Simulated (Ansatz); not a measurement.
**SiHS (quartet): from Hartree-Fock to the top rungs, def2-QZVPP**

The task here is to estimate one member of a computed series from the others.

The runs use Ansatz 0.2.0, Gaussian basis; def2-QZVPP, core rule «outside noble gas», up to 10 orbitals frozen.

The runs, in order: UHF; ROHF; CCSD(T) on UHF.

## The geometry

The geometry is a PBE0/def2-TZVP stationary point (not a proven minimum).

3 atoms, charge 0, spin multiplicity 4.

Atoms are counted from 1 here; the program's logs count them from 0.

Bond lengths: Si1–S2 2.172 Å, Si1–H3 1.496 Å. Angles: S2–Si1–H3 117.1°.

Geometry (Å):

```
atom   x (Å)    y (Å)    z (Å)
 Si1  0.0000  -0.0941   1.1240
  S2  0.0000   0.0450  -1.0439
  H3  0.0000   1.1917   1.8885
```

Set-up of the first run:

Contents of in.yaml:

```yaml
crystal:
  periodic: [false, false, false]
  atoms:
    - {symbol: Si, position_ang: [0.000000, -0.094141, 1.124038]}
    - {symbol: S, position_ang: [0.000000, 0.044996, -1.043902]}
    - {symbol: H, position_ang: [0.000000, 1.191747, 1.888549]}
basis:
  gaussian: {orbitals: "def2-QZVPP.json"}
magnetization: {spin_polarized: true, initial_magnetization: 3}
hamiltonian: {xc: hf}
output: {orbitals: {seedname: orbitals}}
```

Launch:

```bash
$ ansatz run in.yaml --threads 1 --pin off --events-out ev --progress --plain --max-ram 2393MiB
```

Steps of the session up to this table: UHF; ROHF; CCSD(T) on UHF.

One of the session's tables, all rows but one given; the rest of the session is left out.

It belongs to the step «Misses and costs». 

| method | from UCCSD(T) (meV) |
| --- | --- |
| ROHF | +7969.1 |
| UHF | +7751.6 |
| UMP2 | +1278.0 |
| UCCSD | ? |
| UCCSD(T) | 0 |

Estimate the missing values for UCCSD.

The run gave: from UCCSD(T) (meV): +362.2. In the column «from UCCSD(T) (meV)» it lies between UCCSD(T) (0) and UMP2 (+1278.0).
